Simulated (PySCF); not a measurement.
Molecule: `InChI=1S/C4H4O/c1-3-4(2)5/h1H,2H3`.

Cartesian coordinates in Å; atom numbers follow the order of the lines, from 1:
```xyz
9

C     2.1830    0.6351   -0.1460
C     1.1617    0.0036    0.0211
C    -0.0799   -0.7428    0.2201
C    -1.3451    0.0549    0.0635
O    -0.0626   -1.9194    0.4913
H     3.0990    1.1785   -0.2950
H    -1.3595    0.8807    0.7922
H    -1.3851    0.5098   -0.9385
H    -2.2115   -0.6003    0.2184
```

Geometry PBE0-D3(BJ)/def2-SVP throughout; GIAO in PySCF, gas phase, one conformer, non-relativistic; equivalent atoms averaged; functional PBE0.

Q: How do the absolute shieldings σ depend on the basis set? (ppm; last column core-seconds on shared hosts with different chips, so compare them loosely)

A: 
```
    basis set  functions     C3     C1     C2     C4      O5     H6  H7/H8/H9  core-s
       STO-3G         29  112.6  162.3  172.0  205.6  -311.5  29.17     30.26     2.3
        6-31G         53   21.6  122.7  121.7  165.2  -366.3  29.54     30.09     4.4
     pcSseg-0         53   -5.6  103.8  105.7  154.4  -471.3  29.62     30.10     2.7
       6-31G*         78   21.3  120.0  120.6  162.2  -315.8  29.28     29.82     5.7
     def2-SVP         90   14.7  116.6  115.9  161.8  -339.8  28.72     29.24       6
      cc-pVDZ         90   17.8  119.5  118.1  163.7  -331.6  28.59     29.16     4.6
     pcSseg-1        105   -1.2  101.0  101.3  149.2  -383.0  28.33     28.97     5.5
  aug-cc-pVDZ        151   14.4  119.8  117.5  161.9  -311.2  28.48     29.02     9.3
6-311+G(2d,p)        159    0.7  105.0  102.8  152.4  -353.7  28.67     29.22      13
    def2-TZVP        179   -0.4  105.3  103.0  152.1  -359.8  28.63     29.22      17
      cc-pVTZ        206    1.9  105.9  104.5  153.1  -356.3  28.48     29.03      14
     IGLO-III        215   -7.4  100.2   98.3  148.6  -371.5  28.47     29.06      14
     pcSseg-2        236   -8.5   99.4   97.7  148.6  -374.2  28.42     28.96      15
```

Q: Which nucleus moves most, in ppm?

A: O5 (ketone oxygen): from -471.3 ppm with pcSseg-0 to -311.2 ppm with aug-cc-pVDZ. The smallest spread is 1.29 ppm, at H6. Proton shifts span only some 12 ppm, so a few tenths of a ppm matter as much there as several ppm in carbon.

Q: Taking the largest basis, pcSseg-2 (236 functions), as the yardstick, rank the others by their worst heavy-atom deviation.

A: IGLO-III 2.7 ppm (215 functions), pcSseg-1 8.8 ppm (105 functions), def2-TZVP 14.4 ppm (179 functions), cc-pVTZ 17.8 ppm (206 functions), 6-311+G(2d,p) 20.5 ppm (159 functions), 6-31G 30.2 ppm (53 functions), def2-SVP 34.4 ppm (90 functions), cc-pVDZ 42.6 ppm (90 functions), 6-31G* 58.4 ppm (78 functions), aug-cc-pVDZ 62.9 ppm (151 functions), pcSseg-0 97.1 ppm (53 functions), STO-3G 121.1 ppm (29 functions).

A small basis that lands close on one nucleus may do so by chance; judge by the trend and by all nuclei.
